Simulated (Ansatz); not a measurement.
**C₄H₅Cl: a ladder of functionals and wavefunction methods**

The task here is to estimate one member of a computed series from the others.

Computed with Ansatz 0.2.0, Gaussian basis. Level: functionals in def2-TZVPP, the program's frozen cores in correlated methods.

Levels to be run: LDA (SPW92), PBE-D4, revPBE-D4, BLYP-D4, r2SCAN-D4, B97M-V, PBE0-D4, B3LYP-D4, r2SCANh-D4, r2SCAN0-D4, HSE06-D4, BHLYP-D4, CAM-B3LYP-D4, LC-ωPBE, ωB97X-V, ωB97M-V, B2PLYP, PBE-QIDH; CCSD(T)/def2-SVP; CCSD(T)/def2-TZVPP; MP2/def2-QZVPP; extrapolation to the limit; RPA on PBE.

**The geometry**

An earlier PBE0-D4 in a triple-zeta def2 set relaxation fixed the geometry.

SMILES `C=C=C(C)Cl`, 10 atoms, charge 0, spin multiplicity 1.

Atoms are counted from 1 here; the program's logs count them from 0.

Bond lengths: C1–C2 1.299 Å, C1–H6 1.086 Å, C1–H7 1.086 Å, C2–C3 1.300 Å, C3–C4 1.490 Å, C3–Cl5 1.745 Å, C4–H8 1.093 Å, C4–H9 1.093 Å, C4–H10 1.090 Å. Angles: C2–C1–H6 121.3°, C2–C1–H7 121.3°, H6–C1–H7 117.3°, C1–C2–C3 179.1°, C2–C3–C4 126.1°, C2–C3–Cl5 119.1°, C4–C3–Cl5 114.9°, C3–C4–H8 110.4°, C3–C4–H9 110.4°, C3–C4–H10 110.2°, H8–C4–H9 107.7°, H8–C4–H10 109.1°, H9–C4–H10 109.1°.

Set-up of the first run:

in.yaml reads:

```yaml
crystal:
  periodic: [false, false, false]
  atoms:
    - {symbol: C, position_ang: [-1.146013, 1.705456, -0.482826]}
    - {symbol: C, position_ang: [-0.254416, 0.769961, -0.351251]}
    - {symbol: C, position_ang: [0.624770, -0.176609, -0.206343]}
    - {symbol: C, position_ang: [0.469962, -1.395690, 0.635821]}
    - {symbol: Cl, position_ang: [2.145696, -0.058820, -1.054593]}
    - {symbol: H, position_ang: [-1.164527, 2.565688, 0.180161]}
    - {symbol: H, position_ang: [-1.899849, 1.661809, -1.263676]}
    - {symbol: H, position_ang: [0.555470, -2.295841, 0.021884]}
    - {symbol: H, position_ang: [1.254421, -1.435471, 1.395786]}
    - {symbol: H, position_ang: [-0.502612, -1.391583, 1.128037]}
basis:
  gaussian: {orbitals: def2-TZVPP}
hamiltonian: {xc: lda}
output: {orbitals: {seedname: orbitals}}
```

Steps of the session up to this table: LDA; PBE-D4 (GGA); revPBE-D4 (GGA); BLYP-D4 (GGA); r2SCAN-D4 (meta-GGA); B97M-V (meta-GGA); PBE0-D4 (hybrid); B3LYP-D4 (hybrid); r2SCANh-D4 (hybrid); r2SCAN0-D4 (hybrid); HSE06-D4 (hybrid); BHLYP-D4 (hybrid); CAM-B3LYP-D4 (range-separated); LC-ωPBE (range-separated); ωB97X-V (range-separated); ωB97M-V (range-separated); B2PLYP (double hybrid); PBE-QIDH (double hybrid).

One table of the session follows, with a row left open; its other results are not shown here.

It belongs to the step «Frontier levels by functional». 

```
  functional  HOMO (eV)  gap (eV)
 LDA (SPW92)      -6.05      4.24
      PBE-D4      -5.92      4.34
   revPBE-D4      -5.87      4.37
     BLYP-D4      -5.78      4.35
   r2SCAN-D4      -6.12      4.74
      B97M-V      -6.18      4.91
     PBE0-D4      -7.09      6.53
    B3LYP-D4      -6.88      6.09
  r2SCANh-D4      -6.56      5.55
  r2SCAN0-D4      -7.23      6.77
    HSE06-D4      -6.69      5.75
    BHLYP-D4      -8.14      8.73
CAM-B3LYP-D4      -8.40      9.01
     LC-ωPBE          ?         ?
     ωB97X-V      -9.38     11.08
     ωB97M-V      -9.26     10.84
```

Estimate the missing values for LC-ωPBE.

The run gave: HOMO (eV): -9.76; gap (eV): 11.53. In the column «HOMO (eV)» it is the lowest.
